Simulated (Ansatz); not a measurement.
The first iterations of a band of CH₈Si₂ (11 atoms, charge 0, multiplicity 1).

Theory: RKS revPBE/6-31G* (Ansatz).

```json
{"movable images": "5", "climbing image": "yes", "spring": "5.0 eV/Å²", "optimiser": "quadratic models (default)", "start path": "through a guess of the saddle point", "force threshold": "0.05 eV/Å", "iteration limit": "60", "end points": "relaxed"}
```

Initial state:

```xyz
11
Properties=species:S:1:pos:R:3
Si 0.548 0.086 -0.019
C 0.702 -0.085 1.877
H -0.276 -0.313 2.335
H 1.399 -0.902 2.134
H 1.083 0.846 2.329
H 1.904 0.355 -0.620
Si -0.922 1.819 -0.668
H -2.312 1.578 -0.143
H -0.459 3.150 -0.139
H -1.007 1.923 -2.167
H 0.059 -1.209 -0.613
```

Final state:

```xyz
11
Properties=species:S:1:pos:R:3
Si -0.327 -0.551 -0.848
C 1.515 0.047 1.750
H 0.445 -0.234 1.774
H 2.100 -0.755 2.227
H 1.639 0.993 2.300
H 1.881 0.186 0.717
Si -1.094 1.734 -0.894
H -2.344 1.668 -1.751
H -1.503 2.344 0.423
H -0.159 2.699 -1.575
H -1.434 -0.882 0.182
```

| iteration | highest image above the first end (eV) | largest band force component (eV/Å) |
| --- | --- | --- |
| 1 | 5.158 | 7.822 |
| 2 | 3.370 | 3.711 |
| 3 | 2.670 | 1.763 |
| 4 | 2.350 | 0.967 |
| 5 | 2.168 | 0.515 |
| 6 | 2.083 | 0.298 |

Task: Does the band converge within its limit, and where does its top end?

Result: The forces met the threshold. It ended after 19 iterations with the highest image 2.712 eV above the first end. Neighbouring images differ by up to 1.3 eV, so the band resolves the path poorly. A vibrational analysis at the climbing image gives one clearly imaginary mode, 1105i cm⁻¹: a first-order saddle point. The orbitals stay closed-shell, which can raise the energy where a bond breaks towards radicals; this wasn't checked here.

The run took 120 s on 1 thread of Intel(R) Xeon(R) 6975P-C (Granite Rapids), on a shared host, peak memory 0.13 GiB.
